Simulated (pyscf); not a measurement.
PySCF, gas phase, ωB97X-D3(BJ)/def2-SVP geometries.

Estimate the classical barrier height and the reaction energy of :HSi–SH [singlet] + HCl -> :Si=S [singlet] + H₂ + HCl at ωB97M-D3(BJ)/def2-TZVP. The step runs on the singlet surface, breaks H–S, H–Si, Cl–H and forms H–H, Cl–H; take the separated reactants as zero.

ΔE‡ = 95.6 kJ/mol, ΔE = +0.7 kJ/mol. Zero-point energy shifts the barrier by -6.0 kJ/mol. It is a multi-bond step, with an imaginary mode of 1324i cm⁻¹. On the product side the descent ends in a complex (not fully relaxed), 19.1 kJ/mol under the separated species and 105.1 kJ/mol under the saddle at ωB97X-D3(BJ)/def2-TZVP. :HSi–SH [singlet] lies 38.7 kJ/mol over its isomer H₂Si=S (electronic energy, ωB97M-D3(BJ)/def2-TZVP). This is the saddle that the search found; another between the same sides may lie lower.
